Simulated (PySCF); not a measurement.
**Mg: ionisation energy**

Mg [Ne] 3s2 (1S) → Mg⁺ [Ne] 3s1 (2S), as a difference of total energies. Calculation: PySCF 2.14, in dyall-av3z (20s13p6d4f, 117 functions); the non-relativistic Hamiltonian (point nucleus). Correlated levels: valence: [Ne] frozen; virtual orbitals above 40 to 60 times the deepest correlated orbital energy dropped. The calculations carry no spin-orbit coupling.

```json
{"method": "UHF", "ionisation energy (eV)": "6.605"}
{"method": "MP2 (valence)", "ionisation energy (eV)": "7.261"}
{"method": "SCS-MP2 (valence)", "ionisation energy (eV)": "7.392"}
{"method": "CCSD (valence)", "ionisation energy (eV)": "7.529"}
```

Errors of the correlated levels include the incompleteness of this basis and the frozen core.

With two correlated electrons CCSD is exact in that space.

Problem. Which method comes closest to the reference value, and which is furthest?

Solution. The reference is 7.646 eV (measured; NIST Atomic Spectra Database, ionization energies). Closest: CCSD (valence) (error -0.117 eV); furthest: UHF (error -1.041 eV).
